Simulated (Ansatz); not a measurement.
Rock-salt RbBr was calculated with PBE (Ansatz, a program for electronic structure, PAW).

Run with plane-wave cutoff 520 eV, 6×6×6 k mesh, scalar-relativistic PAW data made under PBE.

Computed at the level's own relaxed cell.

Elastic tensor (GPa, Voigt notation, ions relaxed):

```
   27.0     4.3     4.3     0.0     0.0     0.0
    4.3    27.0     4.3     0.0     0.0     0.0
    4.3     4.3    27.0     0.0     0.0     0.0
    0.0     0.0     0.0     4.2     0.0     0.0
    0.0     0.0     0.0     0.0     4.2     0.0
    0.0     0.0     0.0     0.0     0.0     4.2
```

Worked from these constants: the tetragonal shear constant is C′ = (C11 − C12)/2 = 11.3 GPa against C44 = 4.2 GPa, so the C44 shear is the softer. The Zener ratio C44/C′ is 0.37 (1 for an isotropic solid), and the Cauchy pressure C12 − C44 is 0.1 GPa. With C11 + 2C12 = 35.6 GPa all three Born conditions hold; they don't test modes at the zone boundary.

Measured, for comparison: elastic constant C11 38.6 GPa (4 K, zero-point motion not removed, our sources range from 37.2 to 38.6; as tabulated in X. Wang et al., RSC Advances (2016)); elastic constant C12 4.74 GPa, elastic constant C44 4.08 GPa (4 K, zero-point motion not removed; as tabulated in X. Wang et al., RSC Advances (2016)). Computed (rounded) less measured: elastic constant C11 -30 % (-27 % to -30 % over the range), elastic constant C12 -9 %, elastic constant C44 +2 %.

The computed numbers hold no vibrational or temperature effects.
